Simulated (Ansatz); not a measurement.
# C5H8: basis-set convergence

Aim: see how fast density functionals converge with the basis set for C5H8.

Program: Ansatz 0.2.0, Gaussian basis. Level of theory: one geometry, several basis sets. These are calculated values, not measurements.

Plan: PBE0-D4/def2-SVP; ωB97M-V/def2-SVP; PBE0-D4/def2-QZVPP; ωB97M-V/def2-QZVPP; the functionals' def2-TZVPP values are taken from earlier runs.

**1. The relaxed structure**

The geometry comes from an earlier relaxation with PBE0-D4 in a triple-zeta def2 set; it is a stationary point, not always the lowest conformer.

SMILES `C=CC1CC1`, 13 atoms, charge 0, spin multiplicity 1.

Atoms are counted from 1 here; the program's logs count them from 0.

Bond lengths: C1–C2 1.327 Å, C1–H6 1.083 Å, C1–H7 1.085 Å, C2–C3 1.466 Å, C2–H8 1.090 Å, C3–C4 1.507 Å, C3–C5 1.507 Å, C3–H9 1.085 Å, C4–C5 1.490 Å, C4–H10 1.083 Å, C4–H11 1.083 Å, C5–H12 1.083 Å, C5–H13 1.083 Å. Angles: C2–C1–H6 121.5°, C2–C1–H7 121.4°, H6–C1–H7 117.1°, C1–C2–C3 125.2°, C1–C2–H8 119.2°, C3–C2–H8 115.6°, C2–C3–C4 119.4°, C2–C3–C5 119.4°, C2–C3–H9 115.1°, C4–C3–C5 59.3°, C4–C3–H9 116.2°, C5–C3–H9 116.2°, C3–C4–C5 60.4°, C3–C4–H10 117.2°, C3–C4–H11 117.6°, C5–C4–H10 118.1°, C5–C4–H11 118.6°, H10–C4–H11 114.5° and more.

Coordinates:

```xyz
13
charge 0, multiplicity 1
C    -1.9668   -1.1219   -0.0286
C    -1.0854   -0.1297   -0.0006
C     0.3721   -0.2921   -0.0084
C     1.2253    0.7207   -0.7274
C     1.2290    0.6787    0.7620
H    -3.0330   -0.9313   -0.0210
H    -1.6503   -2.1596   -0.0603
H    -1.4444    0.8986    0.0308
H     0.7207   -1.3190   -0.0383
H     0.7141    1.5424   -1.2141
H     2.0960    0.3562   -1.2575
H     0.7204    1.4718    1.2968
H     2.1024    0.2852    1.2665
```

**2. PBE0-D4 in def2-SVP**

The input, in.yaml:

```yaml
crystal:
  periodic: [false, false, false]
  atoms:
    - {symbol: C, position_ang: [-1.966819, -1.121858, -0.028587]}
    - {symbol: C, position_ang: [-1.085381, -0.129745, -0.000610]}
    - {symbol: C, position_ang: [0.372069, -0.292077, -0.008436]}
    - {symbol: C, position_ang: [1.225293, 0.720674, -0.727350]}
    - {symbol: C, position_ang: [1.229007, 0.678712, 0.762047]}
    - {symbol: H, position_ang: [-3.032986, -0.931291, -0.020952]}
    - {symbol: H, position_ang: [-1.650297, -2.159565, -0.060286]}
    - {symbol: H, position_ang: [-1.444433, 0.898589, 0.030759]}
    - {symbol: H, position_ang: [0.720689, -1.319023, -0.038252]}
    - {symbol: H, position_ang: [0.714058, 1.542431, -1.214089]}
    - {symbol: H, position_ang: [2.096030, 0.356186, -1.257544]}
    - {symbol: H, position_ang: [0.720399, 1.471779, 1.296772]}
    - {symbol: H, position_ang: [2.102384, 0.285180, 1.266518]}
basis:
  gaussian: {orbitals: def2-SVP}
hamiltonian: {xc: pbe0, dispersion: d4}
output: {orbitals: {seedname: orbitals}}
```

The run is started by

```bash
$ ansatz run in.yaml --threads 4 --pin off --events-out ev --progress --plain --max-ram 10444MiB
```

After this run come: ωB97M-V in def2-SVP; PBE0-D4 in def2-QZVPP; ωB97M-V in def2-QZVPP.

**Question.** What will the summary of the whole plan be? Wanted: PBE0-D4: double and triple zeta above quadruple; ωB97M-V: double and triple zeta above quadruple.

The runs gave:

```
                                       quantity          value
PBE0-D4: double and triple zeta above quadruple  6.00, 0.29 eV
ωB97M-V: double and triple zeta above quadruple  6.33, 0.28 eV
```

**Reading.** For PBE0-D4 the step from double to triple zeta gains 5.71 eV and the next only 0.29 eV. Total energies overstate the basis error of differences, where much of it tends to cancel. The LUMO of ωB97M-V is positive and keeps falling with the basis (2.83 to 2.13 eV): an unbound level that the basis holds in place.
